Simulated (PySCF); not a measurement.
Gas-phase reaction: 2 B₂O + 5 F₂ = 4 BF₂ + 2 FO

Computed with PySCF and rigid-rotor harmonic-oscillator thermochemistry at 1 bar. Table values come from the NASA 1993 polynomials. After a fit of one offset per element over all species, the range-separated, M06-2X, PBE0/def2-QZVP and CCSD(T)/def2-TZVPP enthalpies, where run, lie to one side of the table for B₂O (+77 kJ/mol), BF₂ (+92 kJ/mol): a fault of the table's entry, another state or a shared error of the levels is possible; this was not checked at source. S°(298 K) at PBE0/def2-TZVP differs from the NASA 1993 table for B₂O (+19 J/mol/K); whether the harmonic model or the table's entry is off was not settled. † marks an energy on the PBE0/def2-TZVP geometry and frequencies; other levels use their own. MP2 freezes the core. Open shells (unrestricted): BF₂ (multiplicity 2), FO (multiplicity 2, electronic degeneracy 4); the rest are closed-shell singlets. Spin-orbit splitting is ignored; it lowers the true energy and changes the entropy of FO. For this reaction the table lies outside the span of B3LYP, CCSD(T), M06-2X, MP2, PBE0, r2SCAN, ωB97M-V, ωB97X-V in their largest bases here; which side is off was not settled. MP2 isn't extrapolated to the basis-set limit; its ΔH°(298 K) is -2288.2 kJ in def2-SVP and -2254.5 kJ in def2-TZVPP. The harmonic model lacks anharmonicity and excited electronic states, which grow with temperature; levels with a mode under 35 cm⁻¹ are left out. Strong static correlation: B₂O. Soft modes under 120 cm⁻¹ make the harmonic entropy rough for B₂O. The table's entry may be an old estimate for B₂O, BF₂, FO (not checked at source).

| level | ΔH°(298 K), kJ | minus table | ΔG°(1200 K), kJ |
|---|---|---|---|
| table | -2334.7 | - | -2275.2 |
| HF/def2-TZVP† | -2614.4 | -279.7 | -2499.2 |
| MP2/def2-SVP† | -2288.2 | 46.5 | -2173.0 |
| PBE0/def2-QZVP† | -2276.1 | 58.6 | -2160.9 |
| PBE0/def2-SVP† | -2302.3 | 32.4 | -2187.1 |
| PBE0/def2-TZVP | -2270.4 | 64.3 | -2155.2 |
| LDA/def2-TZVP† | -2233.5 | 101.2 | -2118.3 |
